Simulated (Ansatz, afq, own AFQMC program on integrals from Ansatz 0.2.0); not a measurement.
# Where AFQMC and coupled cluster stand for AlNH2, triplet

```xyz
4

Al    0.0000   -0.0849    0.6205
N     0.0000    0.0356   -1.1435
H     0.0000    1.3500    1.3538
H     0.0000    0.4271   -2.0731
```

Connectivity, by distances: AlH–NH.

Basis cc-pVDZ. Only valence electrons are correlated. Ansatz 0.2.0 and our own AFQMC program on the same integrals; the CISD trial comes from CCSD amplitudes, and released means the phaseless constraint is let go. Free AFQMC starts from the CCSD state and is never constrained. Its projection time is finite, and what remains of the start isn't in its error. Error bars are statistical, one sigma.

Determinant: ROHF, the one that the program's search chose, which needn't be the lowest solution. The geometry is a point of a scan.

No full CI on the walks' own integrals is used here; CCSDT(Q) serves as the reference and is uncertain by about the last step of the cluster series.

Cautions: lower spins were not checked.

- T1 diagnostic: 0.0263
- weight of the determinant in the CISD state: 0.898
- size of the correlated space: 10 electrons in 36 orbitals

Reference: CCSDT(Q), correlation energy -5.974 eV. The released energy is read at 2.40 1/Eh (meV from the phaseless value at times in 1/Eh: 6 ± 12 at 0.24, 7 ± 10 at 0.51, -1 ± 8 at 0.99, -7 ± 12 at 1.62, 3 ± 10 at 2.40).

```tsv
level	E − E(reference) (kJ/mol)	share of correlation (%)
HF	576.4	0.00
MP2	89.3	84.52
CCSD	17.3	96.99
CCSD(T)	4.0	99.31
CCSDT	1.1	99.80
ph-AFQMC/HF	9.2 ± 5.5	98.41
ph-AFQMC/CISD	0.4 ± 1.3	99.93
released AFQMC	0.7 ± 1.0	99.87
free AFQMC	1.8 ± 1.0	99.68
```

Free projections are given only where their last times agree within the noise and don't stop above the reference; a slow remainder of the start can still hide under it. A walk keeps the symmetry of its determinant, which the program's search chose and which needn't be the lowest solution, so a lower state of the same spin and another symmetry isn't excluded. Released energies are given only where the last usable release times agree within the noise; a slower fall can still hide under it.
